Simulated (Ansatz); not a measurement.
H2N, SMILES `[NH2+]` (lower triplet) (charge 1, multiplicity 3). This triplet lies 1.22 eV below the relaxed singlet at the level composite: frozen-core CCSD(T) with HF/cc-pV5Z and the correlation energy extrapolated as X^-3 from cc-pVQZ and cc-pV5Z, plus full CI minus CCSD(T) in cc-pVDZ // PBE0-D3(BJ)/def2-TZVP (Ansatz, an electronic-structure program).

These are LC-ωPBE/cc-pVTZ // PBE0-D3(BJ)/def2-TZVP (Ansatz) values and carry that method's errors.

Ansatz 0.2 input:
```yaml
crystal:
  periodic: [false, false, false]
  atoms:
    - { symbol: N, position_ang: [0.000422, -0.15761, 0.0] }
    - { symbol: H, position_ang: [1.00668, 0.081491, -0.000004] }
    - { symbol: H, position_ang: [-1.007102, 0.07612, 0.000004] }
basis:
  gaussian: { orbitals: cc-pVTZ }
hamiltonian:
  xc: lc_wpbe
total_charge: 1
magnetization:
  spin_polarized: true
  initial_magnetization: 2
```

Output:

```
Functional definition: LC-wPBE
295 factors; their error is unknown
91 factors; integrals over basis functions are off by at most 5.6e-5 eV
mean field evaluation 1: about -1506.8194 eV, gradient 2.6e1 eV
mean field evaluation 2: about -1508.4647 eV, gradient 1.3e1 eV
mean field evaluation 4: about -1509.0019 eV, gradient 2.3e-1 eV
mean field evaluation 8: about -1508.9969 eV, gradient 1.8e-3 eV
mean field -1508.99686849 eV, -55.4546120822 hartree, gradient 4.1e-5 eV, S^2 2.007948; 0 other end points of the search recorded, 0 dependent functions left out
reference -1508.99686849 eV, -55.4546120823 hartree; 5, 3 occupied and 53, 55 virtual orbitals, 295 factors
Total energy: -1508.99686849 eV, -55.4546120823 hartree
```
